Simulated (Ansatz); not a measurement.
CH2 (SMILES [CH2]) moved off its minimum; all values from Ansatz (a program for electronic structure), cores frozen in correlated methods. Open shells are unrestricted.
(charge 0, multiplicity 3)
```xyz
3

C      0.0046     0.1577     0.0798
H     -1.0824    -0.4218    -0.0415
H      0.9713    -0.2862    -0.0624
```

Question: Give the forces (eV/Å), the total energy and the dipole at CCSD(T)/aug-cc-pVTZ.

Answer: 
| atom | Fx | Fy | Fz |
|---|---|---|---|
| C1 | -3.500 | -1.880 | -0.394 |
| H2 | 3.065 | 1.844 | 0.396 |
| H3 | 0.435 | 0.036 | -0.003 |
Energy -39.0673 hartree, dipole 0.63 D.
